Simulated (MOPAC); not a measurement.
MOPAC input (PM6):

```
PM6 1SCF UHF MS=0.5 GEO-OK AUX(PRECISION=9) THREADS=1
CH3S

C    -0.04611676 1    1.10658486 1   -0.24043606 1
S    -0.01350845 1   -0.55406625 1    0.19009309 1
H     0.62811865 1   -1.02039440 1   -0.89361830 1
H    -0.51679079 1    1.78106912 1    0.45592676 1
H     0.38150795 1    1.46487603 1   -1.16118149 1
```

**Question.** What heat of formation does the run end on, and which ionisation energy by Koopmans theorem?

**Answer.** 25.12 kcal/mol; 8.56 eV.
